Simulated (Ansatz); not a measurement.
Ideal-gas functions of C$_{3}$H$_{3}$FS (`C=C1SC1F`) at 800 K and 1 bar, from an Ansatz frequency run at PBE0-D4/def2-TZVP.

Molar mass 90.12 g/mol, point group C1 (symmetry number 1), electronic degeneracy 1, moments of inertia 95.828, 116.956, 197.677 u Å². Harmonic wavenumbers (cm⁻¹, unscaled): 214, 334, 351, 560, 657, 689, 706, 882, 955, 1013, 1085, 1180, 1342, 1446, 1794, 3170, 3173, 3263.

Use S(trans) = R[1.5 ln M + 2.5 ln T − 1.1517]; rotational temperatures θ = 24.2544 K / I; S(rot) = R[ln(√π/σ · √(T³/θAθBθC)) + 1.5]; for each mode x = 1.438777 ν̃/T, S = R[x/(eˣ − 1) − ln(1 − e⁻ˣ)] and H = RT x/(eˣ − 1); 1 cm⁻¹ = 0.0119627 kJ/mol; R = 8.31446 J/(mol·K).

Q: By hand: the entropy, in J/(mol·K).

A: Translation 185.5. Rotation: θ = 0.2531, 0.2074, 0.1227 K, giving 121.6. Vibration, mode by mode: 16.30, 12.68, 12.28, 8.60, 7.39, 7.04, 6.87, 5.30, 4.77, 4.39, 3.96, 3.46, 2.75, 2.38, 1.45, 0.19, 0.19, 0.16, in all 100.1. Electronic 0.0. Sum 407.2 J/(mol·K).

Q: By hand: H − E and G − E in kJ/mol, counted from the electronic energy.

A: Zero-point energy ½ × 22814 × 0.0119627 = 136.5; thermal vibration 44.9; translation, rotation and pV give 4 RT = 26.6. H − E = 208.0 kJ/mol, and G − E = 208.0 − 800 × 407.2/1000 = -117.8 kJ/mol.

Vibration gives 25 % of the entropy. The sum counts one conformer and one mirror image; others add a mixing term.
